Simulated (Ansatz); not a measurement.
**Energy profile**

The step: Si₂H₆ ([SiH3][SiH3]) + NH₃ → SiNH₅ ([NH2][SiH3]) + SiH₄; bonds formed: Si1–N7, Si2–H6; bonds broken: Si1–Si2, H6–N7 (atoms numbered as in the saddle structure below).

Si1  (-1.227, 0.506, -0.278)
Si2  (0.866, -1.438, 0.746)
H3  (-2.102, 1.559, -0.894)
H4  (-1.526, 0.500, 1.164)
H5  (-1.441, -0.722, -1.064)
H6  (0.969, 0.552, -0.190)
N7  (0.389, 1.365, -0.655)
H8  (1.837, -1.428, 1.897)
H9  (-0.317, -2.176, 1.318)
H10  (1.459, -2.453, -0.197)
H11  (0.587, 1.466, -1.649)
H12  (0.505, 2.269, -0.198)
(Å)

Electronic energies by CCSD(T) at an estimated basis limit (MP2 extrapolated from triple and quadruple zeta, plus CCSD(T) − MP2 in triple zeta), on PBE0-D4/def2-TZVP structures; Si2NH9, singlet; no counterpoise correction. Computed with Ansatz 0.2.0 (basis: def2-TZVPP and def2-QZVPP); correlated methods freeze the cores. Extrapolation: Hartree–Fock as exp(−7.88 √X), correlation as X^−2.97.

Question: Give the profile in kJ/mol, counted from the separated reactants. (Judge from chemistry; the value comes from the calculation.)

Answer: By the calculation:
| point | kJ/mol |
| --- | --- |
| separated: Si2H6 (linked as [SiH3][SiH3]; Si1, Si2, H3, H4, H5, H8, H9, H10; singlet) + NH3 (H6, N7, H11, H12; singlet) | 0.0 |
| start structure | -13.5 |
| saddle | 170.4 |
| end structure | -44.3 |
| separated: SiNH5 (linked as [NH2][SiH3]; Si1, H3, H4, H5, N7, H11, H12; singlet) + SiH4 (Si2, H6, H8, H9, H10; singlet) | -39.1 |

T1 diagnostic: at most 0.013.

For scale, one of the runs: CCSD(T)/def2-TZVPP, 241 basis functions, launched by `ansatz run in.yaml --threads 4 --pin off --events-out ev --progress --plain --max-ram 9574MiB`. Hardware: 4 CPU threads of an Arm Neoverse V1, shared host. Wall time 74 s; peak host memory 4.3 GiB.
